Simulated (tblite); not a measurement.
H5PSi.
Bonds: Si1–P2. Hydrogens: H3, H4, H5 on Si1; H6, H7 on P2.

Computed with GFN2-xTB (tblite), gas phase: Langevin dynamics at 300 K from the optimised GFN2-xTB geometry, time step 0.5 fs, friction 0.01 fs⁻¹, 2000 steps. The instantaneous temperature is 2·E(kin)/(3Nk) with all 3N coordinates.

| t (fs) | T (K) | E(pot) above start (eV) | Si1–P2 (Å) | Si1–H3 (Å) |
| --- | --- | --- | --- | --- |
| 0 | 243 | 0.000 | 2.235 | 1.462 |
| 50 | 241 | 0.138 | 2.245 | 1.441 |
| 100 | 321 | 0.078 | 2.261 | 1.450 |
| 150 | 357 | 0.088 | 2.233 | 1.496 |
| 200 | 291 | 0.188 | 2.209 | 1.422 |
| 250 | 248 | 0.113 | 2.260 | 1.483 |
| 300 | 404 | 0.062 | 2.245 | 1.444 |
| 350 | 235 | 0.101 | 2.195 | 1.447 |
| 400 | 161 | 0.150 | 2.273 | 1.531 |
| 450 | 308 | 0.067 | 2.207 | 1.477 |
| 500 | 188 | 0.102 | 2.181 | 1.498 |
| 550 | 250 | 0.163 | 2.313 | 1.473 |
| 600 | 237 | 0.158 | 2.283 | 1.511 |
| 650 | 445 | 0.130 | 2.202 | 1.441 |
| 700 | 316 | 0.288 | 2.320 | 1.487 |
| 750 | 344 | 0.182 | 2.166 | 1.477 |
| 800 | 216 | 0.166 | 2.208 | 1.460 |
| 850 | 151 | 0.102 | 2.301 | 1.449 |
| 900 | 162 | 0.207 | 2.231 | 1.487 |
| 950 | 167 | 0.216 | 2.336 | 1.442 |
| 1000 | 270 | 0.155 | 2.219 | 1.513 |

Question: From 500 fs on, how do temperature and potential energy compare with equipartition?

Answer: The mean temperature of these 11 frames is 250 K against the target 300 K, and the mean potential energy 0.17 eV against 15 × kT/2 = 0.19 eV for 15 classical harmonic modes. For 7 atoms in a canonical ensemble the temperature itself scatters by T·√(2/(3N)) = 93 K; here its standard deviation is 86 K. The whole run lasts only 10 friction times of 100 fs, so these averages carry a wide statistical error.

Question: What are the kinetic and total energies of the listed frame with the highest potential energy?

Answer: The one at 700 fs, 0.288 eV above the start. Its kinetic energy is 3NkT/2 = 0.286 eV at 316 K, so the sum is 0.57 eV; over the listed frames the sum runs from 0.22 to 0.57 eV, since the thermostat adds and removes energy.

Question: How much do the listed bonds fluctuate from 500 fs on?

Answer: 
```json
{"bond": "Si1–P2", "at the start (Å)": "2.235", "mean (Å)": "2.251", "standard deviation (Å)": "0.058"}
{"bond": "Si1–H3", "at the start (Å)": "1.462", "mean (Å)": "1.476", "standard deviation (Å)": "0.025"}
```

The motion is classical and holds no zero-point motion.

The cost below is that of the whole dynamics run. Hardware: Intel Xeon at 2.70 GHz, one thread (shared host). Cost: 9.6 s wall, 0.18 GiB resident at most.
